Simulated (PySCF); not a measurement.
Species: C4H5F.
SMILES with atom numbers: `[CH3:1][C@@H:2]1[CH:3]=[C:4]1[F:5]` (hydrogens: H6, H7, H8 on C1; H9 on C2; H10 on C3)

The same species was optimised twice, with GFN2-xTB and with PBE0-D3(BJ)/def2-SVP (PySCF), and the same property calculations (PySCF, gas phase) were run on both structures.

| coordinate | GFN2-xTB | PBE0-D3(BJ)/def2-SVP | change |
| --- | --- | --- | --- |
| C3–H10 (Å) | 1.061 | 1.085 | +0.024 |
| C2–C3 (Å) | 1.528 | 1.547 | +0.019 |
| C2–H9 (Å) | 1.088 | 1.105 | +0.017 |
| C2–C4 (Å) | 1.484 | 1.468 | -0.016 |
| C1–H8 (Å) | 1.088 | 1.101 | +0.013 |
| C1–H7 (Å) | 1.089 | 1.102 | +0.013 |
| C1–H6 (Å) | 1.088 | 1.102 | +0.014 |
| C4–F5 (Å) | 1.320 | 1.307 | -0.013 |
| C3=C4 (Å) | 1.295 | 1.291 | -0.004 |
| C1–C2 (Å) | 1.513 | 1.512 | -0.001 |
| C4–C3–H10 (°) | 151.1 | 154.2 | +3.1 |
| C2–C3–H10 (°) | 146.1 | 144.3 | -1.8 |
| C1–C2–C4 (°) | 121.1 | 122.9 | +1.8 |
| C2–C4–C3 (°) | 66.3 | 67.9 | +1.6 |
| C2–C3–C4 (°) | 62.8 | 61.5 | -1.3 |
| C3–C2–H9 (°) | 118.3 | 117.0 | -1.3 |
| C3–C4–F5 (°) | 149.1 | 148.2 | -0.9 |
| C1–C2–C3 (°) | 120.8 | 121.7 | +0.9 |

Rotational constants: A = 10636, B = 3765, C = 3078 MHz (GFN2-xTB) against A = 10589, B = 3782, C = 3081 MHz (PBE0-D3(BJ)/def2-SVP). Point groups within 0.08 Å: C1 and C1.

On the GFN2-xTB structure: lowest singlet, TDDFT (eV) 6.76 [wB97X-D/def2-SVPD]; lowest triplet, Tamm–Dancoff (eV) 4.53 [wB97X-D/def2-SVPD]; isotropic polarisability (au) 46.1 [wB97X-D/def2-SVPD]; HOMO (eV) -9.14 [wB97X-D/def2-SVPD]; LUMO (eV) 2.19 [wB97X-D/def2-SVPD]; dipole (D) 1.31 [wB97X-D/def2-SVPD].

Question: What do these properties become on the PBE0-D3(BJ)/def2-SVP structure?

Answer: 
| property | level | on GFN2-xTB | on PBE0-D3(BJ)/def2-SVP | change |
| --- | --- | --- | --- | --- |
| lowest singlet, TDDFT (eV) | wB97X-D/def2-SVPD | 6.76 | 6.78 | +0.02 |
| lowest triplet, Tamm–Dancoff (eV) | wB97X-D/def2-SVPD | 4.53 | 4.59 | +0.06 |
| isotropic polarisability (au) | wB97X-D/def2-SVPD | 46.1 | 46.8 | +0.7 |
| HOMO (eV) | wB97X-D/def2-SVPD | -9.14 | -9.14 | 0.00 |
| LUMO (eV) | wB97X-D/def2-SVPD | 2.19 | 2.22 | +0.03 |
| dipole (D) | wB97X-D/def2-SVPD | 1.31 | 1.29 | -0.02 |
| energy, GFN2-xTB geometry as zero (kcal/mol) | wB97X-D/def2-SVPD | 0.0 | -0.8 | -0.8 |

The heavy atoms differ by 0.016 Å rms after alignment. Among all bonds C3–H10 changes most (+0.024 Å). Changes are differences of the printed values. Neither structure is proved a minimum here.

Note: wB97X-D ran without an empirical dispersion term, which enters the total energy and its gradient alone.
